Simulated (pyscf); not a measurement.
This saddle point was located with ωB97X-D3(BJ)/def2-SVP in PySCF.

```xyz
13

Sc     1.2047     0.6281     0.8570
O     -0.6342     0.6365     0.2429
C     -2.0469    -0.2899    -0.0282
C     -2.8809     0.7762    -0.5084
O      1.8968    -0.9929     1.4291
O      2.1535     2.2165     0.8390
H     -2.2134    -0.7017     0.9754
H     -1.6643    -1.0399    -0.7323
H     -1.4469     1.3215    -0.1572
H     -3.1301     0.7767    -1.5762
H     -3.6841     1.1220     0.1533
H      2.4597    -1.6932     1.7619
H      2.7404     2.9729     0.8721
```

Surface: singlet, charge 0. Lowest wavenumbers (cm⁻¹): 1658i, 26, 45, 67, 113.

### Question
Name the species on either side of this saddle.

### Answer
H₃C–CH₂–O–Sc(OH)–OH ⇌ HO–Sc(OH)–OH + ethylene (H₂C=CH₂), an elimination read from left to right: C–O, C–H broken and H–O formed. At ωB97M-D3(BJ)/def2-TZVP it lies +71.4 kcal/mol from the left side and +53.6 kcal/mol from the right (each side as separated species at their lowest minima found). This is the saddle that the search found; another between the same sides may lie lower.
